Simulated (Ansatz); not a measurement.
Computed with Ansatz on PBE0-D4/def2-TZVP structures; ΔE is electronic, products minus reactants. CBS: MP2 limit from def2 TZ/QZ plus the TZ coupled-cluster correction, frozen cores. This one scheme is used for every species. Functionals use def2-TZVPP.

Reaction (ligand exchange at the Si–C bond): `C[SiH]` + `O[SiH3]` → `[SiH]O[SiH3]` + CH₄

(1) Is it downhill or uphill in electronic energy at CCSD(T)/CBS, and by how much? (Best estimate.)

(2) What do these levels give: r2SCAN-D4, r2SCANh-D4, PBE, r2SCANh, CCSD(T)/def2-TZVPP, HF/def2-QZVPP? (Best estimate.)

(3) What do rigid-rotor, harmonic-oscillator terms from PBE0-D4/def2-TZVP frequencies (298.15 K, 1 bar) make of the CCSD(T)/CBS value? (An estimate is asked.)

Largest T1 diagnostic among the species: 0.014.

Answers

(1) Ansatz gave: Downhill: ΔE = -153.4 kJ/mol.

(2) Ansatz gave: r2SCAN-D4 -153.8, r2SCANh-D4 -153.4, PBE -145.2, r2SCANh -152.7, CCSD(T)/def2-TZVPP -154.1, HF/def2-QZVPP -164.2 kJ/mol.

(3) Ansatz gave: ΔZPE = +2.7 kJ/mol, ΔH = -149.8 kJ/mol, ΔS = -26 J/(mol·K), ΔG = -142.0 kJ/mol.

In def2-TZVPP, CCSD(T) changes the Hartree–Fock value by +8.6 kJ/mol (the triples alone add +0.0 kJ/mol) and MP2 by +5.3 kJ/mol. The D4 term adds −3.5 kJ/mol with B3LYP and −2.0 kJ/mol with PBE0; it sums over pairs of atoms, weighted by their polarisabilities, and B3LYP, whose exchange is more repulsive, gets the larger term. Leaving LDA and LC-ωPBE aside and taking each functional with its dispersion term where it has one, the values, not all of them listed here, spread over 17.8 kJ/mol, from BHLYP-D4 to revPBE-D4.

B3LYP here is the variant with VWN-RPA as its local correlation; programs differ in this.
